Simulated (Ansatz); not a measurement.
doublet C2N: levels of theory in one basis

```xyz
3

C     0.0000    0.0000   -1.4000
C     0.0000    0.0000    0.0000
N     0.0000    0.0000    1.1850
```

Basis set: def2-SVP (spherical functions). Left uncorrelated: 3 orbitals. Correlation on ROHF uses semicanonical orbitals with singles. Charge 0, multiplicity 2.

Computed with Ansatz (development build ahead of 0.2.0); each method stands on the lowest determinant of its kind that the runs found.

```json
{"method": "ROHF", "E − E(ROHF) (eV)": "0.00", "<S²> of the determinant": "–"}
{"method": "UHF", "E − E(ROHF) (eV)": "-0.48", "<S²> of the determinant": "1.35"}
{"method": "UHF-MP2", "E − E(ROHF) (eV)": "-9.01", "<S²> of the determinant": "1.35"}
{"method": "ROHF-CCSD(T)", "E − E(ROHF) (eV)": "-10.93", "<S²> of the determinant": "–"}
{"method": "UHF-CCSD(T)", "E − E(ROHF) (eV)": "-10.90", "<S²> of the determinant": "1.35"}
```

Q: What does ROHF-MP2 give on the same scale?

A: -9.83 eV.

Caution for UHF, UHF-MP2, UHF-CCSD(T): the unrestricted determinant is spin contaminated.
